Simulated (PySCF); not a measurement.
Choosing a basis for TDDFT

Compound: C4H5N.
SMILES with atom numbers: `[cH:1]1[cH:2][cH:3][nH:4][cH:5]1` (hydrogens: H6 on C1; H7 on C2; H8 on C3; H9 on N4; H10 on C5)

Geometry (PBE0-D3(BJ)/def2-SVP, Å), atoms numbered from 1 in this order:
```
atom  x, y, z in Å
C1     0.0276   -1.1872    0.1388
C2    -1.1137   -0.3988   -0.1728
C3    -0.6976    0.9144   -0.2389
N4     0.6436    0.9394    0.0197
C5     1.0998   -0.3272    0.2519
H6     0.0613   -2.2673    0.2676
H7    -2.1305   -0.7532   -0.3309
H8    -1.2505    1.8267   -0.4511
H9     1.2136    1.7726    0.0392
H10    2.1465   -0.5197    0.4768
```

TDDFT with PBE0 (PySCF), vertical singlets, core orbitals frozen in the response, spherical d and f functions. Isolated species at its PBE0-D3(BJ)/def2-SVP geometry, gas phase.

Task: Compare 6-31G*, def2-SVP, 6-31+G*, def2-SVPD, aug-cc-pVDZ, def2-TZVP and def2-TZVPD for this molecule.

Result: 

```
      basis  functions  diffuse  S1 (eV)  S2 (eV)  S3 (eV)  S4 (eV)  S5 (eV)  LUMO (eV)  α (au)
     6-31G*         80       no     6.80     6.88     6.95     7.69     8.54       1.62    40.7
   def2-SVP         95       no     6.37     6.81     6.89     7.25     7.93       1.29    43.5
    6-31+G*        100      yes     5.14     6.00     6.08     6.17     6.22       0.23    50.5
  def2-SVPD        140      yes     5.74     6.56     6.63     6.68     6.75       0.84    52.2
aug-cc-pVDZ        160      yes     4.95     5.71     5.72     5.85     6.16      -0.14    54.4
  def2-TZVP        185       no     5.91     6.52     6.68     6.80     7.34       1.04    49.9
 def2-TZVPD        230      yes     5.27     6.16     6.20     6.26     6.45       0.30    54.0
```

States are compared by their number. Against the largest diffuse basis here (def2-TZVPD, itself not a converged limit), sets without diffuse functions differ by up to 1.53 eV in S1 and 2.09 eV in S5; the smaller diffuse sets differ by up to 0.47 and 0.31 eV. State by state, the largest deviation of a set without diffuse functions is S1 1.53, S2 0.73, S3 0.75, S4 1.43, S5 2.09 eV. The same number needn't mean the same state in each row. Against def2-TZVPD the polarisability deviates by -25% in 6-31G*, -19% in def2-SVP, -6% in 6-31+G*, -3% in def2-SVPD, +1% in aug-cc-pVDZ, -7% in def2-TZVP. A single + in a Pople set puts diffuse functions on heavy atoms only.
